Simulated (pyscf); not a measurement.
**Routes from [H₂As–InH]•**

Candidate steps break at most two bonds and form at most two. Each was searched with GFN2-xTB (tblite) first. PySCF, gas phase, ωB97X-D3(BJ)/def2-SVP geometries. Energies: ωB97M-D3(BJ)/def2-TZVP, eV, from the reactant's lowest minimum found, doublet surface.

```
products                 type   ΔE‡     ΔE  ΔG‡ 298 K  ΔG‡ 900 K  ν‡ (cm⁻¹)
------------  ---------------  ----  -----  ---------  ---------  ---------
•HAs–InH₂      hydrogen shift  1.67  +0.25       1.62       1.71      1405i
•As=InH + H₂  1,1-elimination  1.99  +1.08       1.97       2.03       911i
```

Under all of these lies the exit to [HAs=In]• + H₂ (barrier +1.21 eV at ωB97M-D3(BJ)). Plain bond fissions and candidates not yet searched are not listed, and one of them may be faster. Each barrier is that of the saddle found; lower ones may exist. The term symbol of open-shell •As=InH was not checked; spin-orbit terms and orbital degeneracy are left out. Elements up to Kr have no core potential and no relativistic terms here. Elements past Kr carry the def2 core potentials, without spin-orbit coupling.
